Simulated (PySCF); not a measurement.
**Bond curve of NaS**

Set-up: PySCF, no relativity, basis sets Na 6-311G(d,p), S 6-311G(d,p). Energies in eV from Na + S in their ground configurations at the same level. State: ²Π (doublet), unpaired electrons π ↑.

All columns are PBE0. A positive dipole means Na(−)S(+).

```
R (Å)  E (eV)   μ (D)  Mulliken charge on Na (basis-dependent)  HOMO (eV)  LUMO (eV)  Mayer bond order  ⟨S²⟩
2.156  -2.032   -7.66                                     0.60      -5.47      -2.86              0.71  0.75
2.256  -2.302   -7.98                                     0.60      -5.36      -2.76              0.70  0.75
2.357  -2.450   -8.31                                     0.61      -5.25      -2.66              0.68  0.75
2.432  -2.502   -8.56                                     0.62      -5.18      -2.58              0.67  0.75
2.507  -2.515   -8.81                                     0.62      -5.11      -2.52              0.66  0.75
2.582  -2.500   -9.06                                     0.63      -5.05      -2.45              0.65  0.75
2.683  -2.445   -9.40                                     0.64      -4.97      -2.37              0.63  0.75
2.808  -2.340   -9.82                                     0.64      -4.88      -2.28              0.61  0.76
2.958  -2.180  -10.32                                     0.65      -4.78      -2.18              0.60  0.76
3.159  -1.943  -10.96                                     0.66      -4.66      -2.34              0.58  0.76
```

A fit through these points gives, at Re = 2.501 Å, μ = -8.79 D and dμ/dR = -3.34 D/Å; the reduced mass is 13.37 u.

Question: How strong is the fundamental in the double-harmonic approximation, I = 42.26·(dμ/dR)²/μred km/mol?

Answer: I = 42.26·(-3.34)²/13.37 = 35.3 km/mol at PBE0.

The state is the lowest determinant that a PBE0 search found; another state may lie lower at other levels.
